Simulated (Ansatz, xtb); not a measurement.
BH6Si2−: which of two structures lies lower

Structure a: a singlet given by its coordinates. Structure b: `[BH2-]1[SiH2][SiH2]1`, a singlet. Both are isolated ions in the gas phase, relaxed with PBE0-D3(BJ)/def2-SVPD.

a (Å):

```xyz
9

B    -1.8224   -0.0462    1.3259
Si   -0.0688    0.3829    0.7696
Si    0.2370    2.1056   -0.7430
H    -2.7696    0.2027    0.6008
H    -2.0338   -0.7241    2.3181
H     1.1084    0.3644    1.7187
H     1.4069    1.9551   -1.6941
H    -0.9568    2.2419   -1.6530
H     0.4566    3.5042   -0.2015
```

Close contacts (Å): B1–Si2 1.89, Si2–Si3 2.31, B1–H4 1.22, B1–H5 1.22, Si2–H6 1.51, Si3–H7 1.52, Si3–H8 1.51, Si3–H9 1.52.

b (Å):

```yaml
atoms:
  - { symbol: B, position_ang: [1.1284, 1.0283, -0.0185] }
  - { symbol: Si, position_ang: [-0.5878, -0.0374, -0.3179] }
  - { symbol: Si, position_ang: [-0.0276, 1.0185, 1.6650] }
  - { symbol: H, position_ang: [2.1535, 0.3675, 0.0439] }
  - { symbol: H, position_ang: [1.1961, 2.0964, -0.6067] }
  - { symbol: H, position_ang: [0.2413, 0.1598, 2.8737] }
  - { symbol: H, position_ang: [-1.7832, 0.4752, -1.0787] }
  - { symbol: H, position_ang: [-0.6622, -1.5425, -0.3229] }
  - { symbol: H, position_ang: [-0.8811, 2.1758, 2.1155] }
```

Estimate which is lower in electronic energy at CCSD(T)/def2-SVPD + ΔMP2/def2-TZVPPD, and by roughly how much.

The CCSD(T)/def2-SVPD + ΔMP2/def2-TZVPPD calculation puts structure b lower, by 10.5 kJ/mol.

Level by level:

```
                               level               geometry  E(b) − E(a) (kJ/mol)  departure from the last row (kJ/mol)  job, with rough time for the two
               PBE0-D3(BJ)/def2-SVPD  PBE0-D3(BJ)/def2-SVPD                   −28.8                                 −18.2                optimisation, 16 s
                        HF/def2-SVPD  PBE0-D3(BJ)/def2-SVPD                    +9.1                                 +19.7           part of the CCSD(T) run
                       MP2/def2-SVPD  PBE0-D3(BJ)/def2-SVPD                   −19.6                                  −9.1           part of the CCSD(T) run
                   CCSD(T)/def2-SVPD  PBE0-D3(BJ)/def2-SVPD                   −10.7                                  −0.1                      single point
CCSD(T)/def2-SVPD + ΔMP2/def2-TZVPPD  PBE0-D3(BJ)/def2-SVPD                   −10.5                                                      single point, 14 s
```

HF/def2-SVPD puts the two in the other order. The largest departure from CCSD(T)/def2-SVPD + ΔMP2/def2-TZVPPD is that of HF/def2-SVPD, 19.7 kJ/mol. Levels run at GFN2-xTB geometries aren't shown. The last row adds to CCSD(T) the change of the MP2 difference between the two basis sets, here +0.1 kJ/mol.

With harmonic frequencies from PBE0-D3(BJ)/def2-SVPD (ideal gas, rigid rotor, one conformer each, 298.15 K, 1 atm): on the last row, ΔE + ΔZPE = −11.4, ΔH = −12.3, ΔG = −6.2 kJ/mol.

The correlated steps freeze 11 core orbitals. Mirror images aren't counted in ΔG. Codes used: Ansatz 0.2.0; the last row on 2 threads of Intel(R) Xeon(R) 6975P-C (Granite Rapids) on a shared host.
